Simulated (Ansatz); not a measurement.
Two isomers of C2H5NO: A = `N=CCO`, B = `CC(=N)O`.

Computed with Ansatz on PBE0-D4/def2-TZVP structures; ΔE is electronic, products minus reactants. CBS: MP2 limit from def2 TZ/QZ plus the TZ coupled-cluster correction, frozen cores. DFT in def2-TZVPP. B3LYP here is the variant with VWN-RPA as its local correlation; programs differ in this. One conformer a species, not always the lowest.

A:

Z-matrix (Å, degrees):
```
C
C 1 1.493
O 1 1.390 2 112.2
H 1 1.101 2 108.1 3 122.8
H 1 1.101 2 108.2 3 -122.8
N 2 1.262 1 118.7 3 0.0
H 2 1.096 1 116.8 3 -180.0
H 3 0.971 1 105.3 2 0.0
H 6 1.016 2 112.9 1 180.0
```

B:

Z-matrix (Å, degrees):
```
C
C 1 1.493
H 1 1.092 2 109.8
H 1 1.092 2 109.8 3 117.7
H 1 1.088 2 111.1 3 -121.1
N 2 1.263 1 129.2 3 121.0
O 2 1.346 1 111.4 3 -59.0
H 6 1.014 2 111.4 1 0.0
H 7 0.967 2 106.0 1 180.0
```

Q: Which is lower in electronic energy at CCSD(T)/CBS, and by how much? (Best estimate.)

A: Ansatz gave: B, by 75.4 kJ/mol.

Q: Give E(B) − E(A) in kJ/mol with LDA (SPW92), BLYP-D4, B3LYP-D4, CCSD/def2-TZVPP, PBE-D4, B3LYP, CCSD(T)/def2-SVP. (Estimate.)

A: Ansatz gave: LDA (SPW92) -81.2, BLYP-D4 -77.1, B3LYP-D4 -78.1, CCSD/def2-TZVPP -75.2, PBE-D4 -79.4, B3LYP -78.2, CCSD(T)/def2-SVP -78.5. None reverses the order clearly.

Q: Does the order hold for the free energy at 298.15 K (harmonic terms from PBE0-D4)? (An estimate is asked.)

A: Ansatz gave: Yes: G(B) − G(A) = -75.9 kJ/mol, for one conformer each.

Largest T1 diagnostic: 0.013.

Leaving LDA and LC-ωPBE aside and taking each functional with its dispersion term where it has one, the values, not all of them listed here, spread over 7.5 kJ/mol, from r2SCAN-D4 to BLYP-D4. At CCSD(T), def2-SVP lies −3.1 kJ/mol from the extrapolated value and def2-TZVPP −0.1 kJ/mol.
